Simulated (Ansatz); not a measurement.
Worked example: ideal-gas entropy of C2HCl2F (SMILES FC=C(Cl)Cl)

A singlet with charge 0, relaxed at PBE0-D4/def2-TZVP (Ansatz 0.2.0):

```xyz
6

F     0.3699   -1.4535    1.0166
C     0.3352   -0.1837    0.6391
C    -0.2495    0.1940   -0.4900
Cl   -1.0027   -0.9072   -1.5491
Cl   -0.2696    1.8453   -0.9368
H     0.8168    0.5051    1.3202
```

Harmonic wavenumbers in cm⁻¹: 200, 271, 284, 474, 475, 680, 842, 982, 1192, 1317, 1733, 3242.

Masses in u: F 18.998, C 12.011, Cl 35.45, H 1.008. Take T = 298.15 K, p = 1 bar, R = 8.3145 J/(mol K), kT/hc = 207.22 cm⁻¹, rigid rotor and harmonic oscillator.

Problem. Work out S° at 298 K.

Solution. 
1. Translation (Sackur–Tetrode): S = R[3/2 ln M + 5/2 ln T − 1.1517] with M = 114.928 gives 168.0 J/(mol K).
2. Rotation: principal moments 123.827, 206.954, 330.781 u Å² give A, B, C = 0.1361, 0.0815, 0.051 cm⁻¹; the symmetry number is σ = 1; q = (√π/σ)√((kT/hc)³/ABC) = 222295; S = R(ln q + 3/2) = 114.8.
3. Vibration: with u = ν̃/207.22, each mode gives R[u/(eᵘ − 1) − ln(1 − e⁻ᵘ)]; the sum is 30.8, most from 200 cm⁻¹ (8.9), 271 cm⁻¹ (6.7), 284 cm⁻¹ (6.3).
4. Electronic: R ln 1 = 0.0, from the spin multiplicity alone.
5. Sum: 168.0 + 114.8 + 30.8 + 0.0 = 313.6 J/(mol K).

The tabulated value is 313.9 J/(mol K) (CRC Handbook of Chemistry and Physics): the model is off by -0.3. Where a soft mode is a torsion, a harmonic oscillator describes it poorly.
